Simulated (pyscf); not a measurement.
•O–SiH₂–F + H₂ → HO–SiH₂–F + H•, a hydrogen abstraction (doublet surface; H–H broken, H–O formed). Optimised with ωB97X-D3(BJ)/def2-SVP in PySCF. Energies in eV from the separated reactants.

AM1 to PM7: differences of heats of formation from MOPAC, which are fitted to 298 K values and so differ in kind from electronic energies by zero-point and thermal terms. Open shells are spin-unrestricted. 

Problem. In single points PM7 puts the saddle at 0.26 eV and the reaction energy at +1.00 eV. Should these be trusted to within a few kcal/mol? Compare with ωB97M-D3(BJ)/def2-TZVP.

Solution. ωB97M-D3(BJ)/def2-TZVP gives ΔE‡ = 0.19 eV and ΔE = -0.68 eV. PM7 lies 0.07 eV over it in the barrier and 1.67 eV over it in the reaction energy, so on this step it does not hold to within 0.13 eV. At PM7 this geometry lies under one side, so its ΔE‡ may be no barrier of that level. ωB97M-D3(BJ)/def2-TZVP has limits of its own. •O–SiH₂–F lies 1.01 eV over its isomer HO–SiH•–F (electronic energy, ωB97M-D3(BJ)/def2-TZVP). This is the saddle that the search found; another between the same sides may lie lower. The angle at the transferred H is 159°.
